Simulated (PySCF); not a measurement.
Job file and geometry (Å, from GFN2-xTB) of a spin–spin coupling run on amide anion (SMILES [NH2-]), PySCF 2.14.0, density-fitted response routines, B3LYP/pcJ-1 indirect spin-spin coupling, non-relativistic, gas phase; density fitting, a coarse starting grid and PySCF grid level 2 are the driver's defaults:

```
{"job": {"kind": "j", "xc": "B3LYP", "basis": "pcJ-1"}, "charge": -1, "multiplicity": 1}
N      0.004885     0.445774    -0.002472
H     -0.807996    -0.222207    -0.011376
H      0.814592    -0.226105     0.001294
```

**Question.** What does the program print?

**Answer.** 
```
coarse grid: 2304 points
cycle   1  E = -55.7258179154  dE = -2.729e-02  |g| = 7.462e-01  |ddm| = 1.119e+00
cycle   2  E = -55.5306763129  dE =  1.951e-01  |g| = 1.149e+00  |ddm| = 1.984e+00
cycle   3  E = -55.8587168039  dE = -3.280e-01  |g| = 2.511e-02  |ddm| = 1.415e+00
cycle   4  E = -55.8588956649  dE = -1.789e-04  |g| = 5.723e-03  |ddm| = 3.779e-02
cycle   5  E = -55.8589017606  dE = -6.096e-06  |g| = 7.429e-04  |ddm| = 3.898e-03
final grid: 21736 points
cycle   6  E = -55.8641698379  dE = -9.858e-06  |g| = 2.425e-03  |ddm| = 4.287e-03
cycle   7  E = -55.8641681224  dE =  1.716e-06  |g| = 3.755e-03  |ddm| = 4.597e-03
cycle   8  E = -55.8641710527  dE = -2.930e-06  |g| = 9.883e-05  |ddm| = 2.836e-03
cycle   9  E = -55.8641710539  dE = -1.184e-09  |g| = 2.113e-05  |ddm| = 8.400e-05
cycle  10  E = -55.8641710540  dE = -8.593e-11  |g| = 1.896e-06  |ddm| = 1.415e-05
converged SCF energy = -55.8641710540

Indirect spin-spin couplings (Hz)
  i      j    bonds     total        FC       PSO       DSO        SD
  0 N    1 H    1    -33.103   -24.881    -6.848    -0.102    -1.272
  0 N    2 H    1    -33.102   -24.880    -6.848    -0.102    -1.272
  1 H    2 H    2     -5.739   -10.714     7.657    -3.561     0.878
```

Size and cost of the density-fitted run: 47 basis functions, 0.4 s wall time on 1 thread of an x86-64 server CPU, shared host.
